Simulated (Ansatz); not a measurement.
Input file:

```yaml
crystal:
  periodic: [false, false, false]
  atoms:
    - {symbol: O, position_ang: [0.000000, 0.000000, 0.000000]}
    - {symbol: O, position_ang: [0.000000, 0.000000, 1.192971]}
basis:
  gaussian: {orbitals: 6-31G}
total_charge: 1
magnetization: {spin_polarized: false, initial_magnetization: 1}
correlation: {method: bccd_t, electrons: outside_noble_gas}
```

```sh
$ ansatz run in.yaml --threads 1 --pin off --events-out ev --progress --plain --max-ram 2393MiB
```

The program prints:

```
155 factors; integrals over basis functions are off by at most 9.7e-5 eV
mean field evaluation 1: about -4054.9934 eV, gradient 8.0e0 eV
mean field evaluation 2: about -4055.0260 eV, gradient 8.0e0 eV
mean field evaluation 4: about -4055.1957 eV, gradient 2.8e-1 eV
mean field evaluation 8: about -4055.1946 eV, gradient 1.7e-3 eV
mean field evaluation 16: about -4055.2513 eV, gradient 2.1e-2 eV
mean field evaluation 32: about -4055.1946 eV, gradient 6.1e-7 eV
mean field evaluation 64: about -4055.1596 eV, gradient 4.2e0 eV
mean field evaluation 96: about -4048.6389 eV, gradient 1.1e0 eV
mean field -4055.25125884 eV, -149.0277350143 hartree, gradient 4.2e-6 eV, S^2 0.750000; 5 other end points of the search recorded, 0 dependent functions left out
mean field evaluation 128: about -4055.0953 eV, gradient 7.1e0 eV
mean field evaluation 160: about -4056.4079 eV, gradient 3.1e-1 eV
mean field evaluation 192: about -4055.3688 eV, gradient 8.7e-1 eV
mean field evaluation 224: about -4056.1278 eV, gradient 4.3e0 eV
mean field evaluation 256: about -4056.0478 eV, gradient 2.9e0 eV
determinant -4055.25125884 eV, -149.0277350143 hartree, with singles and doubles -4063.32628716 eV, -149.3244868317 hartree
determinant -4055.19455079 eV, -149.0256510320 hartree, with singles and doubles -4063.30127839 eV, -149.3235677762 hartree
determinant -4055.25125884 eV, -149.0277350143 hartree, with singles and doubles -4063.32767616 eV, -149.3245378763 hartree
determinant -4055.19455079 eV, -149.0256510320 hartree, with singles and doubles -4063.30082181 eV, -149.3235509974 hartree
mean field evaluation 288: about -4054.9973 eV, gradient 7.6e0 eV
determinant -4055.10951088 eV, -149.0225258730 hartree, with singles and doubles -4063.30439712 eV, -149.3236823876 hartree
determinant -4055.10951088 eV, -149.0225258730 hartree, with singles and doubles -4063.30107771 eV, -149.3235604016 hartree
unrestricted determinant -4056.41026030 eV, -149.0703275324 hartree, S^2 1.3821
2 core orbitals not correlated: weight in the atoms' cores, before any rotation towards them, 1.000 or more for the frozen orbitals, at most 0.000 for the correlated occupied ones
reference -4055.19455079 eV, -149.0256510320 hartree; 6, 5 occupied and 10, 11 virtual orbitals, 155 factors
second order -9.25997087 eV of doubles, -0.11970099 eV of singles
cycle   1  -8.06648508 eV  change    4.0e-2 eV  update   4.2e-3
cycle   2  -8.08392730 eV  change   -1.7e-2 eV  update   1.2e-3
cycle   3  -8.08127308 eV  change    2.7e-3 eV  update   4.7e-4
cycle   4  -8.08262639 eV  change   -1.4e-3 eV  update   2.4e-4
cycle   5  -8.08281381 eV  change   -1.9e-4 eV  update   6.7e-5
cycle   6  -8.08288695 eV  change   -7.3e-5 eV  update   1.7e-5
cycle   7  -8.08289522 eV  change   -8.3e-6 eV  update   4.5e-6
perturbative correction -0.33856277 eV, -0.0124419522 hartree
WARN: the results are in doubt because among natural orbitals full CI differs from the method by -0.146 eV
Total energy: -4063.61600878 eV, -149.3351339047 hartree
In doubt: among natural orbitals full CI differs from the method by -0.146 eV
```

For the same geometry and basis full CI lies 131.4 meV lower.

Ran on 1 thread of Arm Neoverse V1, shared host: 1.1 s wall, 0.07 GiB peak host memory.
